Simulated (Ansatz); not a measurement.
# Structure relaxation of Zn3F

Method: DFT PBE, scalar-relativistic, plane waves, PAW in Ansatz 0.2.0. Cutoff 420 eV, Γ-centred k mesh, Gaussian smearing, no spin polarisation in the final step.

The start puts Zn3F on the sites of a reported LaBr3 cell (P6_3/m, No. 176), with F in place of La, Zn in place of Br, at a guessed volume.

```
CELL_PARAMETERS angstrom
6.01400 0.00000 0.00000
-3.00700 5.20828 0.00000
0.00000 0.00000 3.40681
ATOMIC_POSITIONS crystal
Zn 0.38506 0.29878 0.25000
Zn 0.08628 0.38506 0.75000
Zn 0.70122 0.08628 0.25000
Zn 0.61494 0.70122 0.75000
Zn 0.91372 0.61494 0.25000
Zn 0.29878 0.91372 0.75000
F 0.33333 0.66667 0.25000
F 0.66667 0.33333 0.75000
```

Cell and atoms relax at zero pressure; the relaxation can't lower the symmetry of the start. After a coarse first stage the cell is made exact in the group found at 0.06 Å.

Energies over the elements count from the elements' standard structures at the same level (F₂ as a molecule), with no empirical corrections.

Q: Which crystal results?

A: It ends in P6_3/mmc (No. 194). Conventional cell: a = 7.396 Å, c = 2.688 Å. Zn has 2 F at 2.43 Å and 6 Zn at 2.61–2.69 Å; around F lie 6 Zn at 2.43 Å and 2 F at 2.69 Å.

```
Zn F
1.0
     7.39611    0.00000    0.00000
    -3.69805    6.40522    0.00000
     0.00000    0.00000    2.68793
Zn F
6 2
Cartesian
  1.9422 1.1213 0.6720
  0.0000 2.2426 2.0160
  5.4539 1.1213 0.6720
  1.7559 5.2839 2.0160
  3.6981 4.1626 0.6720
  -1.7559 5.2839 2.0160
  0.0000 4.2701 0.6720
  3.6981 2.1351 2.0160
```

Q: What are its volume, energy, density and gap?

A: The volume per atom is 15.92 Å³, the density is 5.61 g/cm³ and the energy over the elements is -0.59 eV/atom. The gap on the 6×6×14 mesh is 0 eV (a metal).

The final run used a 6×6×14 mesh on its 8-atom cell and 0.10 eV smearing. The k mesh leaves about 4 meV/atom of noise in metals. A structure relaxed within its symmetry needn't be a true minimum.

Cost: 3 runs of about 5.3 core-minutes in all, on Arm Neoverse V2 (shared hosts).